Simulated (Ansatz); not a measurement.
`NP(O)S` at its PBE0-D4/def2-TZVP geometry, where that method's forces vanish. Total charge 0; spin multiplicity 1.

| atom | x (Å) | y (Å) | z (Å) |
| --- | --- | --- | --- |
| N1 | -0.984 | -0.933 | -0.477 |
| P2 | 0.528 | -0.454 | 0.054 |
| O3 | 0.245 | 0.532 | 1.352 |
| S4 | 0.724 | 1.034 | -1.453 |
| H5 | -1.720 | -0.250 | -0.591 |
| H6 | -1.315 | -1.822 | -0.137 |
| H7 | 0.775 | 0.235 | 2.098 |
| H8 | 1.747 | 1.659 | -0.848 |

**Question.** For each bond, give half the difference of the two atoms' forces along it (eV/Å; positive pushes the atoms apart) under PBE-D4, r2SCAN-D4, B3LYP-D4, ωB97M-V in def2-TZVPP. (Estimate.)

**Answer.** The calculation gave: 
```tsv
bond	length (Å)	PBE-D4	r2SCAN-D4	B3LYP-D4	ωB97M-V
N1–P2	1.673	0.23	0.10	0.16	0.10
N1–H5	1.011	0.17	0.01	-0.04	-0.06
N1–H6	1.007	0.18	-0.01	-0.06	-0.04
P2–O3	1.654	0.50	0.19	0.23	0.06
P2–S4	2.126	0.28	0.14	0.25	0.04
O3–H7	0.962	0.34	0.00	-0.05	-0.06
S4–H8	1.343	0.26	0.01	-0.04	-0.10
```

B3LYP here is the variant with VWN-RPA as its local correlation; programs differ in this.

Program: Ansatz 0.2.0.
